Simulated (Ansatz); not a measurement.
We consider TlInSe2 (I4/mcm, No. 140), described by LDA (Ansatz, a first-principles code, PAW).

Settings: plane-wave cutoff 520 eV, 8×8×8 k mesh, Fermi–Dirac smearing 0.01 eV, scalar-relativistic PAW data made under PBE.

Cell (measured lattice):

```
InTlSe2
1.0
   -4.03750     4.03750     3.42350
    4.03750    -4.03750     3.42350
    4.03750     4.03750    -3.42350
In Tl Se
2 2 4
Direct
  0.75000   0.25000   0.50000
  0.25000   0.75000   0.50000
  0.25000   0.25000   0.00000
  0.75000   0.75000   0.00000
  0.67140   0.17140   0.84280
  0.17140   0.32860   0.50000
  0.32860   0.82860   0.15720
  0.82860   0.67140   0.50000
```

Q: Predict the band gap and Γ–Γ gap.

A: 
- band gap = 0.45 eV
- Γ–Γ gap = 2.77 eV

Measured, for comparison: band gap 1.12 eV (temperature not stated, not corrected to a static lattice, thermal gap; as tabulated in arXiv:0804.1639).

Note: cell and atoms aren't relaxed at this level (pressure -1.7 GPa).

Spin–orbit coupling is not included; with these elements it can move the gap by several tenths of an eV or more.

The computed numbers hold no vibrational or temperature effects.
